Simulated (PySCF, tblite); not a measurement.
Complex of aluminium trifluoride and ammonia

A gas-phase complex of aluminium trifluoride and ammonia; neutral, singlet. The structure comes from a short search (6 tight-binding starts) and was relaxed by PBE0-D3(BJ)/def2-SVPD; another way of binding may lie lower. Frequencies by PBE0-D3(BJ)/def2-SVPD show no clear imaginary mode.

```json
{"part": "1", "name": "aluminium trifluoride", "SMILES": "[F][Al]([F])[F]", "atoms": "1–4", "charge": "0", "multiplicity": "1"}
{"part": "2", "name": "ammonia", "SMILES": "N", "atoms": "5–8", "charge": "0", "multiplicity": "1"}
```

Coordinates in Å:
```
F1      1.818   -0.462    0.006
Al2     0.182   -0.707    0.303
F3     -0.741    0.654    0.650
F4     -0.575   -1.936   -0.557
N5      0.261   -1.550    2.105
H6     -0.667   -1.833    2.417
H7      0.638   -0.910    2.803
H8      0.850   -2.382    2.099
```

Contacts between parts, classed by geometry: Al2···N5 1.992 Å (bond).

The parts are joined by the bond Al2–N5, so these are energies of forming such bonds; deforming the relaxed parts to their shape in the adduct costs 7.5 kcal/mol, which the interaction energies leave out.

Interaction energies are complex less parts, with the parts frozen as they stand in it; counterpoise-corrected, in kcal/mol (PySCF). The CCSD(T) estimate is Hartree-Fock/aug-cc-pVQZ, plus the MP2 correlation part extrapolated as X⁻³ from aug-cc-pVTZ and aug-cc-pVQZ, plus CCSD(T) less MP2 in aug-cc-pVDZ; noble-gas cores are frozen. It isn't the exact limit.

```
                   level  interaction  superposition error removed
Hartree-Fock/aug-cc-pVQZ       -49.49                            -
 wB97M-D3(BJ)/def2-TZVPD       -48.21                        -0.56
  PBE0-D3(BJ)/def2-TZVPD       -49.73                        -0.55
         MP2/aug-cc-pVQZ       -47.70                        -0.60
```

Question: What does CCSD(T) at its estimated basis limit give, and which of these levels comes nearest?

Answer: -48.51 kcal/mol. wB97M-D3(BJ)/def2-TZVPD is nearest, off by +0.30; the errors are Hartree-Fock/aug-cc-pVQZ -0.98, wB97M-D3(BJ)/def2-TZVPD +0.30, PBE0-D3(BJ)/def2-TZVPD -1.22, MP2/aug-cc-pVQZ +0.81.

Question: What holds them together? Decompose the wB97M-D3(BJ)/def2-TZVPD energy: frozen parts, their antisymmetrised product, then relaxation.

Answer: electrostatic -73.4, Pauli repulsion +60.2, orbital relaxation -33.7, dispersion correction -1.8 kcal/mol, which sum to the value before the counterpoise correction; the Pauli term holds the exchange-correlation of the frozen density too. Of the attraction, 67 % is electrostatic, 31 % is orbital relaxation, 2 % is dispersion correction.

The parts were also relaxed and run alone, at the levels used for the complex: shieldings by PBE0/pcSseg-2; core levels by delta-SCF with SCAN, pcX-2 on the ionised atom and pcseg-1 elsewhere, spin-free X2C (2p3/2 is the spin-free 2p value less a third of a first-order spin-orbit splitting).

Values alone: shielding of Al2 (ppm): 506.9; shielding of N5 (ppm): 262.5; F1 1s core level (eV): 693.01; Al2 2p3/2 core level (eV): 83.70; N5 1s core level (eV): 405.54.

Question: What does binding change?

Answer: 
```json
{"property": "shielding of Al2 (ppm)", "alone": "506.9", "in the complex": "512.9", "change": "+6.0"}
{"property": "shielding of N5 (ppm)", "alone": "262.5", "in the complex": "240.2", "change": "-22.3"}
{"property": "F1 1s core level (eV)", "alone": "693.01", "in the complex": "691.42", "change": "-1.59"}
{"property": "Al2 2p3/2 core level (eV)", "alone": "83.70", "in the complex": "81.38", "change": "-2.32"}
{"property": "N5 1s core level (eV)", "alone": "405.54", "in the complex": "408.84", "change": "+3.29"}
```
